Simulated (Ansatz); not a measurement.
## Molecular dynamics, step by step

NH4O (SMILES [OH-].N) (charge -1), closed shell, revPBE-D4/def2-SVPD (Ansatz 0.2.0). Settings (timestep in fs, temperature in K, friction in 1/fs; T counts 18 degrees of freedom, while the starting velocities carry no drift of the centre of mass, so T starts below the set value):

```yaml
hamiltonian: {xc: {name: revPBE}, dispersion: d4}
md: {n_steps: 30, timestep: 0.75, temperature: 300, ensemble: nvt_langevin, seed: 419, friction: 0.05, initial_velocities: maxwell_boltzmann}
```

Start (the SMILES describes the start alone):

O1  (-0.400, 0.188, -1.589)
H2  (0.326, -0.061, -2.169)
N3  (0.306, -0.138, 1.008)
H4  (0.121, 0.775, 1.416)
H5  (0.075, -0.026, -0.043)
H6  (-0.428, -0.737, 1.376)
(Å)

```csv
step,time (fs),potential energy less the start (meV),kinetic energy (meV),T (K)
0,0.00,0.0,193.9,250
2,1.50,82.5,105.1,136
4,3.00,43.7,142.0,183
6,4.50,69.7,162.7,210
8,6.00,161.7,117.2,151
10,7.50,123.3,132.6,171
12,9.00,98.7,108.2,139
14,10.50,92.0,104.6,135
16,12.00,29.8,131.6,170
18,13.50,16.1,116.1,150
20,15.00,26.3,195.2,252
22,16.50,36.7,194.0,250
24,18.00,60.2,222.0,286
26,19.50,92.8,198.1,255
28,21.00,97.4,249.4,322
30,22.50,93.8,286.8,370
```

Step 4, positions (Å) and forces (eV/Å):

```
atom       x       y       z      Fx      Fy      Fz
  O1  -0.412   0.187  -1.580  -1.138   0.335   0.797
  H2   0.316  -0.056  -2.132   1.187  -0.393  -0.994
  N3   0.313  -0.130   0.998   0.735  -0.334   0.596
  H4   0.137   0.784   1.430  -0.172   0.046  -0.148
  H5   0.123  -0.070  -0.055  -0.340   0.425  -0.424
  H6  -0.397  -0.765   1.365  -0.272  -0.080   0.173
```

Step 22, positions (Å) and forces (eV/Å):

```
atom       x       y       z      Fx      Fy      Fz
  O1  -0.453   0.208  -1.565   0.655  -0.468  -0.436
  H2   0.269  -0.303  -2.029  -0.731   0.538   0.463
  N3   0.353  -0.135   1.011  -0.486   0.034  -0.567
  H4   0.054   0.763   1.409   0.013   0.244   0.412
  H5   0.001   0.045  -0.048   0.409  -0.455   0.159
  H6  -0.368  -0.789   1.370   0.140   0.109  -0.030
```

Step 24, positions (Å) and forces (eV/Å):

| atom | x | y | z | Fx | Fy | Fz |
| --- | --- | --- | --- | --- | --- | --- |
| O1 | -0.456 | 0.217 | -1.560 | -0.198 | 0.106 | 0.118 |
| H2 | 0.220 | -0.317 | -2.014 | 0.069 | -0.027 | -0.014 |
| N3 | 0.361 | -0.143 | 1.013 | -0.965 | 0.181 | -0.703 |
| H4 | 0.030 | 0.749 | 1.411 | 0.138 | 0.170 | 0.381 |
| H5 | -0.040 | 0.047 | -0.050 | 0.702 | -0.512 | 0.247 |
| H6 | -0.367 | -0.796 | 1.371 | 0.255 | 0.082 | -0.029 |

Last step (30):

```xyz
6
angstrom
O -0.4683 0.2463 -1.5352
H 0.1499 -0.4060 -1.9307
N 0.3883 -0.1628 1.0068
H 0.0742 0.7031 1.4302
H -0.0585 0.0011 0.0197
H -0.3422 -0.7982 1.3640
```

Hardware: 2 CPU threads, shared host. Wall time about 11 s.
